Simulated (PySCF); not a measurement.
Reproducing measurements on formyl fluoride

**Measured values to compare with.**

NIST CCCBDB Release 22 (SRD 101), experimental dipoles lists, for the gas: dipole moment 2.081 D.

How close the calculation comes is told at the end.

Formyl fluoride, CHFO.
Numbering: `[O:1]=[CH:2][F:3]` (hydrogens: H4 on C2)

Cartesian coordinates in Å at the PBE0-D3(BJ)/def2-SVP level; atoms count from 1:
```xyz
4
CHFO angstrom
O     -0.860   -0.890    0.044
C     -0.061   -0.026    0.032
F      1.249   -0.247    0.011
H     -0.253    1.065    0.037
```

Runs made with PySCF (gas phase, on this PBE0-D3(BJ)/def2-SVP geometry; no spin–orbit coupling):

```json
{"level": "PBE0-D3(BJ)/def2-SVP, grid level 1", "job": "geometry optimisation from a GFN2-xTB start shaken at random", "basis functions": "47", "wall time": "3.4 s"}
{"level": "B3LYP/pcSseg-2", "job": "shieldings", "basis functions": "122", "wall time": "2.6 s"}
{"level": "B97-D/pcSseg-2", "job": "shieldings", "basis functions": "122", "wall time": "4.0 s"}
{"level": "BLYP/pcSseg-2", "job": "shieldings", "basis functions": "122", "wall time": "4.5 s"}
{"level": "BP86/pcSseg-2", "job": "shieldings", "basis functions": "122", "wall time": "4.2 s"}
{"level": "HF/pcSseg-2", "job": "shieldings", "basis functions": "122", "wall time": "1.2 s"}
{"level": "KT2/pcSseg-2", "job": "shieldings", "basis functions": "122", "wall time": "4.3 s"}
{"level": "KT3/pcSseg-2", "job": "shieldings", "basis functions": "122", "wall time": "4.3 s"}
{"level": "LDA/pcSseg-2", "job": "shieldings", "basis functions": "122", "wall time": "3.8 s"}
{"level": "PBE/pcSseg-2", "job": "shieldings", "basis functions": "122", "wall time": "4.5 s"}
{"level": "PBE0/pcSseg-2", "job": "shieldings", "basis functions": "122", "wall time": "2.5 s"}
{"level": "mPW1PW91/pcSseg-2", "job": "shieldings", "basis functions": "122", "wall time": "2.5 s"}
```

Hardware: Arm Neoverse V1, one thread, shared host.

## Comparison

**Dipole moment.** Measured: 2.081 D (NIST CCCBDB Release 22 (SRD 101), experimental dipoles).

```csv
level,computed (D),computed − measured (D),% (from the printed values)
PBE0-D3(BJ)/def2-SVP,2.010,-0.071,-3
B3LYP/pcSseg-2,2.138,+0.057,+3
B97-D/pcSseg-2,2.023,-0.058,-3
BLYP/pcSseg-2,2.021,-0.060,-3
BP86/pcSseg-2,2.010,-0.071,-3
HF/pcSseg-2,2.497,+0.416,+20
KT2/pcSseg-2,2.024,-0.057,-3
KT3/pcSseg-2,1.999,-0.082,-4
LDA/pcSseg-2,2.049,-0.032,-2
PBE/pcSseg-2,1.995,-0.086,-4
PBE0/pcSseg-2,2.135,+0.054,+3
mPW1PW91/pcSseg-2,2.139,+0.058,+3
```

12 of the 13 levels run are shown, the closest and the furthest among them. Closest is LDA/pcSseg-2 (-0.032 D), furthest HF/pcSseg-2 (+0.416 D); one molecule doesn't rank methods. The computed dipoles belong to one fixed geometry; measured ones are averaged over vibrations unless marked μe. Magnitudes are compared, not signs.

No measured geometry was used, and the causes of the misses weren't examined.
